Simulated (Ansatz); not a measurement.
A calculation on zinc-blende InAs returned lattice constant a 6.186 Å, formation enthalpy -0.243 eV/atom.

For reference: lattice constant a 6.047 Å (measured, static lattice: zero-point anharmonic expansion removed; as tabulated in Mejia-Rodriguez and Trickey (2018), arXiv:1807.09216); formation enthalpy -0.31 eV/atom (measured, 298 K, no zero-point or thermal correction; as tabulated in Zhang et al. (2018), doi:10.1038/s41524-018-0065-z).

Which level of theory produced these numbers?
A. PBE (Ansatz, a quantum-chemistry and plane-wave program)
B. r²SCAN+rVV10 (Ansatz)
C. r²SCAN (Ansatz)
D. PBEsol (Ansatz)

A, PBE (Ansatz)

The others give: r²SCAN 6.109 Å, -0.388 eV/atom; PBEsol 6.087 Å, -0.198 eV/atom; r²SCAN+rVV10 6.083 Å, -0.360 eV/atom.

Unless a cell is named, each level is at its own relaxed cell (PBE 29.60, PBEsol 28.19, r²SCAN 28.50, r²SCAN+rVV10 28.14 Å³/atom).

Ansatz's density-functional and Hartree–Fock values are scalar-relativistic unless marked +SOC, with PAW data made under PBE.
